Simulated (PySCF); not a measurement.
# TDDFT excited states: C4H10O

Species: methyl propyl ether, C₄H₁₀O.
InChI=1S/C4H10O/c1-3-4-5-2/h3-4H2,1-2H3

Theory: TDDFT CAM-B3LYP/def2-SVPD, vertical, gas phase, core orbitals frozen in the response in PySCF. Isolated species at its PBE0-D3(BJ)/def2-SVP geometry (one conformer only). Torsions of this conformer, `[CH3:1][CH2:2][CH2:3][O:4][CH3:5]`: C1–C2–C3–O4 180°, C2–C3–O4–C5 180°.

**Question.** What does the calculation give for the low-lying excited states?

**Answer.** 

| state | λ (nm) | E (eV) | f | symmetry | main configurations (H = HOMO, L = LUMO) |
| --- | --- | --- | --- | --- | --- |
| S1 | 172.8 | 7.17 | 0.031 | A″ | H→L (74%), H→L+1 (17%) |
| S2 | 155.0 | 8.00 | 0.0000 | – | H→L+1 (68%), H→L (12%), H→L+3 (11%) |
| S3 | 150.4 | 8.24 | 0.030 | A″ | H→L+2 (43%), H→L+3 (29%), H→L+5 (15%) |
| S4 | 147.0 | 8.43 | 0.051 | A′ | H→L+4 (94%) |
| S5 | 146.5 | 8.46 | 0.0098 | A″ | H→L+2 (44%), H→L+3 (35%), H→L+8 (9%) |
| S6 | 139.1 | 8.91 | 0.026 | A′ | H-1→L (74%), H-1→L+1 (10%) |
| S7 | 136.3 | 9.09 | 0.0019 | – | H-2→L (67%), H-2→L+1 (23%) |
| S8 | 135.7 | 9.13 | 0.0045 | A″ | H→L+5 (55%), H→L+6 (29%) |
| S9 | 134.1 | 9.25 | 0.0009 | – | H-1→L+1 (49%), H-3→L (33%), H-1→L (8%) |
| S10 | 129.0 | 9.61 | 0.0004 | – | H→L+6 (46%), H→L+5 (15%) |

Triplets, Tamm–Dancoff:

```json
{"state": "T1", "E (eV)": "6.98", "λ (nm)": "177.5", "main configurations (H = HOMO, L = LUMO)": "H→L (69%), H→L+1 (18%), H→L+3 (8%)"}
{"state": "T2", "E (eV)": "7.85", "λ (nm)": "157.9", "main configurations (H = HOMO, L = LUMO)": "H→L+1 (43%), H→L (18%), H→L+5 (13%)"}
{"state": "T3", "E (eV)": "7.93", "λ (nm)": "156.4", "main configurations (H = HOMO, L = LUMO)": "H→L+3 (53%), H→L+1 (20%)"}
{"state": "T4", "E (eV)": "8.22", "λ (nm)": "150.9", "main configurations (H = HOMO, L = LUMO)": "H→L+4 (86%)"}
```

The lowest singlet comes at 173 nm (692 kJ/mol) in the vacuum ultraviolet; it is of moderate strength; its leading configuration is HOMO→LUMO (74%). The strongest level in the table is S4 at 8.43 eV (147 nm, f = 0.051). Löwdin shares by element: HOMO oxygen 58%, carbon 21% or more, hydrogen 5% or more (atoms not listed hold the other 16%); LUMO carbon 43% or more, hydrogen 7% or more (atoms not listed hold the other 49%). The listed states span 2.43 eV, and the widest gap between neighbours is 0.82 eV (S1 to S2). Orbital energies (eV): HOMO-3 -11.14, HOMO-2 -10.76, HOMO-1 -10.46, HOMO -8.88, LUMO 1.42, LUMO+1 1.72, LUMO+2 2.37. Of the 10 states listed, 4 reach f = 0.01 and 2 stay under 0.0005. The vertical ionisation energy (ΔSCF) is 9.84 eV, 0.23 eV above S10. Symmetry labels in Cs follow from the direction of the transition dipole and are given only for states with f of 0.002 or more. Singlets were solved by full linear response, triplets in the Tamm–Dancoff approximation.
